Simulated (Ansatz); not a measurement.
# NH (singlet): the correlation ladder at distance N1–H2 = 2.772 Å, aug-cc-pVDZ

How much of the correlation energy of NH (singlet) does each wave-function method recover here?

The runs use Ansatz 0.2.0, Gaussian basis; aug-cc-pVDZ, core rule «outside noble gas», up to 1 orbitals frozen.

The runs, in order: UHF; CCSD(T) on RHF; CCSD(T) on UHF; BCCD(T) on RHF; CISD; CCSDT(Q) on RHF; CASSCF and MRCISD+Q, 2 electrons in 2 orbitals; CASSCF and NEVPT2, 2 electrons in 2 orbitals; CASSCF and MRCISD+Q, 6 electrons in 5 orbitals; CASSCF and NEVPT2, 6 electrons in 5 orbitals; Full CI; Full CI in the symmetry of the determinant.

24 further runs of the same task are left out: 5 for a known fault of the program, 15 that didn't finish, 4 set aside as unsound or not needed.

### 1 What is computed

The geometry derives from a PBE0/def2-TZVP stationary point (not a proven minimum). One bond is set to the value named and the two fragments are kept rigid.

2 atoms, charge 0, spin multiplicity 1.

Atoms are counted from 1 here; the program's logs count them from 0.

No contacts short enough for the rule that draws bonds.

Coordinates:

| atom | x (Å) | y (Å) | z (Å) |
| --- | --- | --- | --- |
| N1 | 0.0000 | 0.0000 | 0.0000 |
| H2 | 0.0000 | 0.0000 | 2.7720 |

### 2 UHF

Contents of in.yaml:

```yaml
crystal:
  periodic: [false, false, false]
  atoms:
    - {symbol: N, position_ang: [0.000000, 0.000000, 0.000000]}
    - {symbol: H, position_ang: [0.000000, 0.000000, 2.772000]}
basis:
  gaussian: {orbitals: aug-cc-pVDZ}
magnetization: {spin_polarized: true, initial_magnetization: 0}
hamiltonian: {xc: hf}
output: {orbitals: {seedname: orbitals}}
```

The run is started by

```bash
ansatz run in.yaml --threads 1 --pin off --events-out ev --progress --plain --max-ram 2393MiB
```

Further steps of the session: CCSD(T) on RHF; CCSD(T) on UHF; BCCD(T) on RHF; CISD; CCSDT(Q) on RHF; CASSCF and MRCISD+Q, 2 electrons in 2 orbitals; CASSCF and NEVPT2, 2 electrons in 2 orbitals; CASSCF and MRCISD+Q, 6 electrons in 5 orbitals; CASSCF and NEVPT2, 6 electrons in 5 orbitals; Full CI; Full CI in the symmetry of the determinant.

**Question.** What will the summary of the whole plan be? Wanted: FCI below the RHF energy; RMP2 from FCI; UMP2 from FCI; RCCSD from FCI; RCCSD(T) from FCI; UCCSD(T) from FCI; RCCSDT(Q) from FCI; NEVPT2 valence from FCI; MRCISD+Q valence from FCI.

The runs gave:

| quantity | value |
| --- | --- |
| FCI below the RHF energy | -8.1190 eV |
| RMP2 from FCI | +2802.8 meV |
| UMP2 from FCI | -269.1 meV |
| RCCSD from FCI | +810.3 meV |
| RCCSD(T) from FCI | +79.4 meV |
| UCCSD(T) from FCI | -2057.1 meV |
| RCCSDT(Q) from FCI | -42.7 meV |
| NEVPT2 valence from FCI | +657.0 meV |
| MRCISD+Q valence from FCI | -21.8 meV |
| levels within 1 kcal/mol (43 meV) | RCCSDT, RCCSDT(Q), MRCISD+Q valence |
| T1 diagnostic | 0.058 |
| effectively unpaired electrons | 3.72 |

**Reading.** RCCSD(T) lands +79.4 meV from the yardstick (1.0 % of the correlation energy). CCSD(T) misses by +79.4 meV on the restricted determinant and by -2057.1 meV on the unrestricted one; the two need not hold the same state or core. UMP2, UCCSD, UCCSD(T), RCCSDT(Q), MRCISD+Q valence fall below full CI: unrestricted runs freeze a spin-polarised core, another one than full CI's, and coupled cluster isn't variational. The occupations show strong static correlation (3.7 unpaired electrons where one determinant has 0). Coupled cluster on one determinant still stays close here. Of the multireference levels listed MRCISD+Q valence comes nearest in total energy (-21.8 meV), which doesn't show that its space is the better one. These misses are within one basis, not against nature.
